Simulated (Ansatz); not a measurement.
How the TO phonon frequency at L of zinc-blende CdTe moves with the method

No measured value is used here.

```json
[
 {"level (code)": "LDA (Ansatz)", "value (cm⁻¹)": "151", "cell (Å³/atom)": "32.90"},
 {"level (code)": "PBE (Ansatz)", "value (cm⁻¹)": "132", "cell (Å³/atom)": "36.22"},
 {"level (code)": "r²SCAN (Ansatz)", "value (cm⁻¹)": "139", "cell (Å³/atom)": "35.25"}
]
```

Each level is taken at its own relaxed cell. Cutoffs differ between the levels. Ansatz's density-functional and Hartree–Fock values are scalar-relativistic unless marked +SOC, with PAW data made under PBE.

Ansatz is a quantum-chemistry and plane-wave program.
